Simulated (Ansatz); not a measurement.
Width of the whole s-p valence band (eV) of solids drawn from the class of tetrahedrally bonded semiconductors and semimetals, at two levels: PBE (Ansatz, a program for electronic structure, PAW), and r²SCAN (Ansatz, plane waves, PAW).

```json
[
 {"solid": "wurtzite AlN", "PBE": "15.18", "r²SCAN": "15.97", "shift (eV)": "+0.79"},
 {"solid": "zinc-blende BAs", "PBE": "15.40", "r²SCAN": "16.16", "shift (eV)": "+0.76"},
 {"solid": "cubic BN", "PBE": "20.22", "r²SCAN": "21.28", "shift (eV)": "+1.06"},
 {"solid": "zinc-blende InSb", "PBE": "10.72", "r²SCAN": "11.12", "shift (eV)": "+0.40"},
 {"solid": "zinc-blende InAs", "PBE": "11.83", "r²SCAN": "12.26", "shift (eV)": "+0.43"},
 {"solid": "zinc-blende GaAs", "PBE": "12.73", "r²SCAN": "13.21", "shift (eV)": "+0.48"}
]
```

The shifts run from +0.40 eV to +1.06 eV, with a median of +0.62 eV.

Over all 6 rows r²SCAN is the larger in 6.

Spin–orbit coupling is left out, also for the solids with elements from indium on (zinc-blende InSb, zinc-blende InAs); its size isn't shown.

Cells: PBE at the measured cell; r²SCAN at the measured cell. Caveats: the gap of the solid is closed in this run (PBE: zinc-blende InSb, zinc-blende InAs). Ansatz's density-functional and Hartree–Fock values are scalar-relativistic unless marked +SOC, with PAW data made under PBE.
